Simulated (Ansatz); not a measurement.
# AlFH₃P: basis-set convergence

One table from this session's results is given with a row withheld; the runs are named, their logs left out.

Program: Ansatz 0.2.0, Gaussian basis. Level of theory: one geometry, several basis sets. These are calculated values, not measurements.

The runs, in order: PBE0-D4/def2-SVP; ωB97M-V/def2-SVP; PBE0-D4/def2-QZVPP; ωB97M-V/def2-QZVPP; the functionals' def2-TZVPP values are taken from earlier runs.

### The relaxed structure

All runs share one geometry, relaxed beforehand with PBE0-D4 in a triple-zeta def2 set.

SMILES `[F][AlH][PH2]`, 6 atoms, charge 0, spin multiplicity 1.

Atoms are counted from 1 here; the program's logs count them from 0.

Bond lengths: F1–Al2 1.651 Å, Al2–P3 2.314 Å, Al2–H4 1.578 Å, P3–H5 1.422 Å, P3–H6 1.421 Å. Angles: F1–Al2–P3 117.2°, F1–Al2–H4 117.2°, P3–Al2–H4 125.4°, Al2–P3–H5 91.6°, Al2–P3–H6 92.0°, H5–P3–H6 94.4°.

Coordinates:

```
F    -1.5385   -1.2943    0.9387
Al   -0.4794   -0.7906   -0.2239
P     1.2472    0.5963    0.4453
H    -0.6789   -1.3665   -1.6791
H     1.1258    1.3811   -0.7348
H     0.3658    1.4100    1.2078
```

The first run:

in.yaml reads:

```yaml
crystal:
  periodic: [false, false, false]
  atoms:
    - {symbol: F, position_ang: [-1.538455, -1.294297, 0.938669]}
    - {symbol: Al, position_ang: [-0.479445, -0.790567, -0.223911]}
    - {symbol: P, position_ang: [1.247196, 0.596294, 0.445253]}
    - {symbol: H, position_ang: [-0.678858, -1.366517, -1.679058]}
    - {symbol: H, position_ang: [1.125754, 1.381103, -0.734839]}
    - {symbol: H, position_ang: [0.365808, 1.409984, 1.207786]}
basis:
  gaussian: {orbitals: def2-SVP}
hamiltonian: {xc: pbe0, dispersion: d4}
output: {orbitals: {seedname: orbitals}}
```

On the command line:

```sh
> ansatz run in.yaml --threads 2 --pin off --events-out ev --progress --plain --max-ram 4352MiB
```

Among the steps run: PBE0-D4 in def2-SVP; ωB97M-V in def2-SVP; PBE0-D4 in def2-QZVPP; ωB97M-V in def2-QZVPP.

One of the session's tables, all rows but one given; the rest of the session is left out.

| functional | basis | HOMO (eV) |
| --- | --- | --- |
| PBE0-D4 | def2-SVP | -7.55 |
| PBE0-D4 | def2-TZVPP | -7.61 |
| PBE0-D4 | def2-QZVPP | -7.62 |
| ωB97M-V | def2-SVP | -9.54 |
| ωB97M-V | def2-TZVPP | ? |
| ωB97M-V | def2-QZVPP | -9.66 |

**Question.** Estimate the row for ωB97M-V, def2-TZVPP.

As computed: HOMO (eV): -9.64. In the column «HOMO (eV)» it lies between ωB97M-V, def2-QZVPP (-9.66) and ωB97M-V, def2-SVP (-9.54).
